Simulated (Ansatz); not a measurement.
# HNOSi: the cost of one run

Program: Ansatz 0.2.0, Gaussian basis. Level of theory: def2-QZVPP, core rule «outside noble gas», up to 7 orbitals frozen. These are calculated values, not measurements.

To be run: UHF; ROHF; CCSD(T) on UHF.

2 further runs of the same task are left out: 2 set aside as unsound or not needed.

## (1) What is computed

The geometry is a PBE0/def2-TZVP stationary point (not a proven minimum).

4 atoms, charge 0, spin multiplicity 3.

Atoms are counted from 1 here; the program's logs count them from 0.

Bond lengths: O1–N2 1.191 Å, N2–Si3 1.782 Å, Si3–H4 1.519 Å. Angles: O1–N2–Si3 136.4°, N2–Si3–H4 90.8°.

## (2) UHF

in.yaml reads:

```yaml
crystal:
  periodic: [false, false, false]
  atoms:
    - {symbol: O, position_ang: [0.000000, -0.144299, 1.624079]}
    - {symbol: N, position_ang: [0.000000, 0.380867, 0.555568]}
    - {symbol: Si, position_ang: [0.000000, -0.153981, -1.144069]}
    - {symbol: H, position_ang: [0.000000, 1.288393, -1.621334]}
basis:
  gaussian: {orbitals: "def2-QZVPP.json"}
magnetization: {spin_polarized: true, initial_magnetization: 2}
hamiltonian: {xc: hf}
output: {orbitals: {seedname: orbitals}}
```

Started as:

```
$ ansatz run in.yaml --threads 1 --pin off --events-out ev --progress --plain --max-ram 2393MiB
```

**Question.** How long does this run take on 1 thread of Arm Neoverse V1, shared host, and how much memory does it need?

About 31 s, with a peak of 0.51 GiB.
